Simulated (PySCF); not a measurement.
CH₃NO, charge +1, multiplicity 2. Atoms are numbered in the order given.

```xyz
6

N      0.1553    -1.0687     0.0000
C     -0.3785     0.1100     0.0000
O      0.2415     1.2095     0.0000
H      1.1626    -1.2018     0.0000
H     -0.4360    -1.8921     0.0000
H     -1.4745     0.2389     0.0000
```
Charge +1, spin multiplicity 2.

Coordinates come from a B3LYP-D3(BJ)/def2-TZVP optimisation. The multiplicity is an assumed one; other spin states were not compared. The values are those of a single conformer.

These are TDA-CAM-B3LYP/def2-SVPD in PySCF values and carry that method's errors.

Vertical excitations. Gas-phase values at a fixed geometry.

```tsv
state	energy (eV)	λ (nm)	f	main pairs
root 1	0.98	1259	0.000	β HOMO→LUMO 88 %
root 2	4.48	277	0.002	β HOMO−1→LUMO 79 %, β HOMO−3→LUMO 19 %
root 3	5.11	243	0.000	β HOMO−2→LUMO 88 %
root 4	5.66	219	0.000	α HOMO→LUMO 47 %, β HOMO→LUMO+1 52 %
root 5	7.31	170	0.025	α HOMO→LUMO 5 %, β HOMO−3→LUMO 71 %, β HOMO−1→LUMO 15 %
root 6	8.41	147	0.001	α HOMO−1→LUMO 97 %
root 7	8.78	141	0.201	α HOMO→LUMO 25 %, α HOMO−2→LUMO 9 %, β HOMO→LUMO+1 27 %, β HOMO−4→LUMO 12 %, β HOMO−2→LUMO+1 12 %, β HOMO−3→LUMO 6 %
root 8	9.18	135	0.042	α HOMO−2→LUMO 37 %, α HOMO→LUMO 8 %, β HOMO−2→LUMO+1 39 %, β HOMO−4→LUMO 8 %
root 9	9.83	126	0.000	α HOMO−3→LUMO 11 %, β HOMO−1→LUMO+1 85 %
root 10	9.91	125	0.000	α HOMO→LUMO+1 27 %, β HOMO→LUMO+2 63 %
```
Unrestricted roots are not spin-pure.
